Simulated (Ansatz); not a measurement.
Mulliken charges of C$_{2}$H$_{3}$F$_{2}$N (`N=CC(F)F`) from ωB97M-V/def2-TZVPP in Ansatz (PBE0-D4/def2-TZVP geometry).

```tsv
atom	x (Å)	y (Å)	z (Å)	charge (e)
N1	-1.230	0.897	0.254	-0.202
C2	-0.123	0.523	-0.213	-0.071
C3	0.421	-0.819	0.184	0.335
F4	0.611	-1.572	-0.928	-0.193
F5	1.633	-0.655	0.770	-0.193
H6	-1.486	1.822	-0.090	0.135
H7	0.511	1.092	-0.904	0.109
H8	-0.245	-1.347	0.871	0.079
```

Problem. By hand: the dipole of these point charges (1 e Å = 4.8032 D).

Solution. Σ q r = (-0.199, 0.196, 0.014) e Å, of length 0.280 e Å = 1.34 D.

Problem. How does the dipole of the full density compare? (Estimate.)

Solution. Computed: (-0.097, 0.348, -0.130) e Å, 1.84 D; the point charges give 0.73 times that, at 37° from its direction.

Point charges leave out the atoms' own dipoles, such as those of lone pairs, and Mulliken's split depends on the basis, so the two needn't agree.
